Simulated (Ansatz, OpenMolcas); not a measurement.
**How methods differ on CH4FSi (SMILES [CH2][SiH2]F)**

CH4FSi has 7 atoms, charge 0, and is taken as a doublet. SMILES: `[CH2][SiH2]F`. The coordinates come from a PBE0-D4/def2-TZVP relaxation. This is one conformer, not always the lowest.

Each level gives the vertical electron affinity (to the singlet anion) (eV). The values are calculated.

The electron affinity is E(neutral) − E(anion): positive where the electron is bound.

```json
{"level": "USVWN5/6-311+G**", "kind": "LDA", "program": "OpenMolcas", "value (eV)": "1.19", "less CCSD(T)/6-311+G**": "+0.63", "CPU time (all runs)": "78 s"}
{"level": "UBLYP/6-311+G**", "kind": "GGA", "program": "OpenMolcas", "value (eV)": "0.80", "less CCSD(T)/6-311+G**": "+0.24", "CPU time (all runs)": "1.8 min"}
{"level": "UM06-L/6-311+G**", "kind": "meta-GGA", "program": "OpenMolcas", "value (eV)": "0.66", "less CCSD(T)/6-311+G**": "+0.10", "CPU time (all runs)": "2.2 min"}
{"level": "UTPSS/6-311+G**", "kind": "meta-GGA", "program": "OpenMolcas", "value (eV)": "0.73", "less CCSD(T)/6-311+G**": "+0.17", "CPU time (all runs)": "2.4 min"}
{"level": "U-wB97X/6-311+G**", "kind": "range-separated hybrid", "program": "Ansatz", "value (eV)": "0.81", "less CCSD(T)/6-311+G**": "+0.25", "CPU time (all runs)": "61 s"}
{"level": "RPA@PBE/6-311+G**", "kind": "RPA", "program": "Ansatz", "value (eV)": "0.74", "less CCSD(T)/6-311+G**": "+0.18", "CPU time (all runs)": "24 s"}
{"level": "RPA@PBE0/6-311+G**", "kind": "RPA", "program": "Ansatz", "value (eV)": "0.61", "less CCSD(T)/6-311+G**": "+0.05", "CPU time (all runs)": "27 s"}
{"level": "UCCSD(T)/6-311+G**", "kind": "coupled cluster or CI", "program": "Ansatz", "value (eV)": "0.56", "less CCSD(T)/6-311+G**": "0.00", "CPU time (all runs)": "82 s"}
```

UCCSD(T)/6-311+G** is the highest level here, not the true value. Where it was recorded, the anion's HOMO is positive in USVWN5/6-311+G**, UBLYP/6-311+G**, UM06-L/6-311+G**, UTPSS/6-311+G**: a fault of the level (basis or self-interaction), which says nothing on whether the real anion is bound. The values span 0.56 to 1.19 eV. CPU times are rough (shared hosts, several kinds of processor and program).
